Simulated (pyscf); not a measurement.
PySCF, gas phase, ωB97X-D3(BJ)/def2-SVP geometries.

**Question.** Estimate by transition-state theory the rate constant of H₃Si–O–InH₂ + H₂ → InH₃ + HO–SiH₃ (singlet surface; In–O, H–H broken, H–In, H–O formed) at 900 K, with ωB97M-D3(BJ)/def2-TZVP energies (ideal gas, 1 atm, RRHO with modes under 100 cm⁻¹ raised to 100, one conformer, R ln 2 for chiral ones without a mode under 150 cm⁻¹; no tunnelling).

**Answer.** The electronic barrier is 19.1 kcal/mol and the thermal terms add +28.3, so ΔG‡ = 47.5 kcal/mol. With k_BT/h = 1.88e+13 s⁻¹ and RT = 1.788 kcal/mol, and a volume of 1.23e-19 cm³ per molecule at 1 atm, k = 6.8e-18 cm³ molecule⁻¹ s⁻¹. Wigner's tunnelling factor for 1291i cm⁻¹ would be 1.18. A shift of 1 kcal/mol in the barrier changes k by a factor 1.7. On the product side the descent ends in an adduct with a In–O contact, 13.9 kcal/mol under the separated species and 21.1 kcal/mol under the saddle at ωB97X-D3(BJ)/def2-TZVP. What is counted as broken (In–O) persists as a longer contact in the product adduct; parting that adduct is a step of its own. At the saddle there is also a short H–In contact that neither side keeps. One saddle was located; it need not be the lowest between these sides. Elements past Kr carry the def2 core potentials, without spin-orbit coupling.
